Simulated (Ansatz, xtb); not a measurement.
C4H12N2: 7 structures ranked

7 gas-phase structures of C4H12N2, found in a search over its isomers (lower ones may exist). Each was relaxed with GFN2-xTB; where two conformers were screened, the lower at r2SCAN-D4/def2-SVP is listed:

A. `CCN(C)CN`, a singlet
B. `C[C@H](N)N(C)C`, a singlet
C. `CC(C)NCN`, a singlet
D. `CNC(C)(C)N`, a singlet
E. `CCC(C)(N)N`, a singlet
F. `CCCC(N)N`, a singlet
G. `CCN[C@H](C)N`, a singlet

Problem. Make a reasoned guess at their ranking by r2SCAN-D4/def2-SVP single-point energy.

Solution. Calculated order at r2SCAN-D4/def2-SVP: E (0.0), F (3.5), D (6.9), G (7.8), C (9.1), B (13.2), A (15.0) kcal/mol. Less than 1 kcal/mol parts D and G, so the order within that pair means little.

Energies above the lowest of each column, in kcal/mol; the last columns are at B3LYP/6-31G* geometries and were run for some of them only (a dash: not run or not comparable):

```tsv
structure	GFN2-xTB	HF/STO-3G	r2SCAN-D4/def2-SVP	B3LYP/6-31G*	CCSD(T)/def2-SVP + ΔMP2/def2-TZVPP
E	1.1	0.0	0.0	0.0	0.0
F	2.4	0.2	3.5	1.4	3.7
D	0.3	1.8	6.9	5.2	–
G	0.8	0.9	7.8	3.7	8.8
C	1.5	2.2	9.1	–	–
B	0.0	4.9	13.2	–	–
A	1.9	6.0	15.0	–	–
```

CCSD(T)/def2-SVP + ΔMP2/def2-TZVPP puts E lowest of those it was run on; GFN2-xTB picks B. Some further structures that were screened fall inside this span and aren't listed. Flexible structures stand in one conformer each, not always the lowest. Frequencies (B3LYP/6-31G*) were run for E, F, G alone. ΔMP2 is the change of the MP2 energy from the smaller to the larger basis.

Over these structures GFN2-xTB departs from r2SCAN-D4/def2-SVP by 3.9 kcal/mol on average once a common shift is removed. A GFN2-xTB relaxation took about 0.28 s and the r2SCAN-D4/def2-SVP energy about 6.9 s on a shared host (Ansatz 0.2.0, xtb 6.7.1 (Pople sets with spherical d functions)).
